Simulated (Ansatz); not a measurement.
# MgNaH (singlet): the correlation ladder at angle Na1–Mg2–H3 = 66.6°, cc-pVTZ

The task here is to estimate one member of a computed series from the others.

Method: cc-pVTZ, core rule «outside noble gas», up to 10 orbitals frozen; program: Ansatz 0.2.0, Gaussian basis.

The runs, in order: UHF; CCSD(T) on RHF; CCSD(T) on UHF; BCCD(T) on RHF; CCSDT(Q) on RHF; CCSDT(Q) on UHF; Full CI.

26 further runs of the same task are left out: 14 for a known fault of the program, 9 that didn't finish, 3 set aside as unsound or not needed. Runs told in other sessions of the task aren't counted.

## The system

The geometry derives from a PBE0/def2-TZVP stationary point (not a proven minimum). One angle is set to the value named; bond lengths are kept.

3 atoms, charge 0, spin multiplicity 1.

Atoms are counted from 1 here; the program's logs count them from 0.

Bond lengths: Na1–Mg2 3.016 Å, Mg2–H3 1.747 Å. Angles: Na1–Mg2–H3 66.6°.

As a file:

```
Na    1.2906    0.0000    0.8878
Mg   -1.2303    0.0000   -0.7681
H     0.2302    0.0000   -1.7275
```

The first run:

Contents of in.yaml:

```yaml
crystal:
  periodic: [false, false, false]
  atoms:
    - {symbol: Na, position_ang: [1.290585, 0.000000, 0.887794]}
    - {symbol: Mg, position_ang: [-1.230293, 0.000000, -0.768113]}
    - {symbol: H, position_ang: [0.230196, 0.000000, -1.727476]}
basis:
  gaussian: {orbitals: cc-pVTZ}
magnetization: {spin_polarized: true, initial_magnetization: 0}
hamiltonian: {xc: hf}
output: {orbitals: {seedname: orbitals}}
```

Run with:

```bash
ansatz run in.yaml --threads 1 --pin off --events-out ev --progress --plain --max-ram 2393MiB
```

Among the steps run: UHF; CCSD(T) on RHF; CCSD(T) on UHF; BCCD(T) on RHF; CCSDT(Q) on RHF; CCSDT(Q) on UHF; Full CI.

One table of the session follows, with a row left open; its other results are not shown here.

| method | from FCI (kcal/mol) |
| --- | --- |
| RHF | +48.72 |
| UHF | +38.15 |
| RMP2 | +13.24 |
| UMP2 | ? |
| RCCSD | +1.31 |
| UCCSD | +1.69 |
| RCCSD(T) | +0.32 |
| UCCSD(T) | +0.62 |
| BCCD(T) | +0.32 |
| RCCSDT | +0.06 |
| UCCSDT | +0.14 |
| RCCSDT(Q) | +0.01 |
| UCCSDT(Q) | +0.06 |
| FCI | 0 |

**Question.** Estimate the row for UMP2.

**Answer.** from FCI (kcal/mol): +13.65. In the column «from FCI (kcal/mol)» it lies between RMP2 (+13.24) and UHF (+38.15).

To keep in mind: The determinant of HF (⟨S²⟩ 0.81) is far from a pure spin state, so its energy mixes those of several spin states; that is harmless only where they are near-degenerate. The determinant of CCSD(T) (⟨S²⟩ 0.81) is far from a pure spin state, so its energy mixes those of several spin states; high orders of coupled cluster remove much of that, low ones don't. The determinant of CCSDT(Q) (⟨S²⟩ 0.81) is far from a pure spin state, so its energy mixes those of several spin states; high orders of coupled cluster remove much of that, low ones don't. Restricted and unrestricted rows rest on different reference determinants; a gap between their highest levels can come from leftover correlation error, from unlike frozen cores or from another state.
